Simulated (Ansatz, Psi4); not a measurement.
# CH3Cl (chloromethane): from total energies to a heat of formation

CH3Cl has 5 atoms, charge 0, and is taken as a singlet. SMILES: `CCl`. Geometry: relaxed at PBE0-D4/def2-TZVP.

Total energies at HF/def2-TZVPP (Psi4 1.11); the atoms run unrestricted:

| species | state | energy (Eh) |
| --- | --- | --- |
| CH3Cl | singlet | -499.140953 |
| C | triplet | -37.692479 |
| Cl | doublet | -459.476852 |
| H | doublet | -0.499810 |

Harmonic wavenumbers at PBE0-D4/def2-TZVP, in cm⁻¹: 756, 1030, 1030, 1378, 1477, 1477, 3084, 3186, 3186.

Measured heats of formation of the gaseous atoms at 298.15 K, in kJ/mol: C 716.9, Cl 121.3, H 218.0. Spin-orbit lowering of the atoms at 298 K (mean of the ground term's levels less their thermal mean, from spectra), in kJ/mol: C 0.02, Cl 3.44. Take 1 Eh = 2625.50 kJ/mol, 1 cm⁻¹ = 0.0119627 kJ/mol, RT = 2.479 kJ/mol.

Q: What heat of formation follows?

A: 
1. Electronic atomisation energy: (-37.692479) + (-459.476852) + 3 × (-0.499810) − (-499.140953) = 0.472192 Eh = 1239.7 kJ/mol.
2. Zero-point energy: half the sum of the wavenumbers, 8302 cm⁻¹ = 99.3 kJ/mol.
3. Thermal vibrational enthalpy, Σ hcν̃/(exp(hcν̃/kT) − 1): 0.5 kJ/mol. Translation, rotation and pV of a non-linear molecule: 4 RT = 9.9 kJ/mol.
4. The 5 free atoms carry 5/2 RT each: 31.0 kJ/mol.
5. Spin-orbit coupling lowers the free atoms by 0.02 + 3.44 = 3.5 kJ/mol.
6. Atomisation enthalpy at 298 K: 1239.7 − 3.5 − 99.3 − 0.5 − 9.9 + 31.0 = 1157.5 kJ/mol.
7. Sum of the atoms' heats of formation: 1492.2 kJ/mol. Heat of formation: 1492.2 − 1157.5 = +334.7 kJ/mol.

The tabulated value is -82.6 kJ/mol (Active Thermochemical Tables), so this level is off by +417.3 kJ/mol, or 26.5 % of the atomisation enthalpy that the table implies (1574.8 kJ/mol). Hartree–Fock leaves out correlation, which is larger in the molecule than in the atoms, so it underbinds and puts the heat of formation too high. Anharmonicity and any spin-orbit splitting of the molecule are left out.
